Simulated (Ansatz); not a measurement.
Species: CN, charge 0, doublet. CN (SMILES [C]#N, doublet).
B3LYP-D3(BJ)/def2-TZVP minimum from Ansatz (an electronic-structure program):
```xyz
2

C      0.0000     0.0000    -0.6258
N      0.0000     0.0000     0.5364
```
Charge 0, spin multiplicity 2.

Total energies in aug-cc-pVTZ, 9 correlated electrons, 2 frozen orbitals. Open shells are spin-unrestricted; no spin-orbit coupling. Correlated methods leave the cores frozen. No relativity. The UHF reference of CN ([C]#N, doublet) is spin-contaminated (<S^2> up to 0.37 over the pure value in the sets run).

```json
[
 {"method": "HF", "program": "Ansatz", "energy (Eh)": "-92.23620", "minus CCSDT(Q) (mEh)": "338.96"},
 {"method": "MP2", "program": "Ansatz", "energy (Eh)": "-92.51695", "minus CCSDT(Q) (mEh)": "58.21"},
 {"method": "CCSD", "program": "Ansatz", "energy (Eh)": "-92.55187", "minus CCSDT(Q) (mEh)": "23.29"},
 {"method": "CCSD(T)", "program": "Ansatz", "energy (Eh)": "-92.57063", "minus CCSDT(Q) (mEh)": "4.53"},
 {"method": "CCSDT(Q)", "program": "Ansatz", "energy (Eh)": "-92.57516", "minus CCSDT(Q) (mEh)": "0.00"}
]
```

Rough core times of Ansatz's runs on a shared machine: CCSD(T) 30 s, CCSDT(Q) 6 min.
